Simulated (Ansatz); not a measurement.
CsCl-type TlCl was calculated with PBEsol in Ansatz (PAW).

Run with plane-wave cutoff 520 eV, 10×10×10 k mesh, Fermi–Dirac smearing 0.01 eV, scalar-relativistic PAW data made under PBE.

Properties against volume:

```tsv
V (Å³/atom)	P (GPa)	direct gap at Γ (eV)	smallest gap on the k mesh (eV)
25.155	2.20	9.397	1.611
25.690	1.38	9.353	1.675
26.226	0.65	9.311	1.736
26.761	0.01	9.269	1.793
27.296	-0.56	9.228	1.848
27.831	-1.06	9.187	1.900
28.366	-1.50	9.148	1.950
```

The fundamental gap (1.79 eV at the equilibrium volume, with added k points) lies elsewhere than Γ–Γ.

Spin–orbit coupling is not included; with these elements it can move the gap by several tenths of an eV or more.

Ansatz is a quantum-chemistry and plane-wave program.
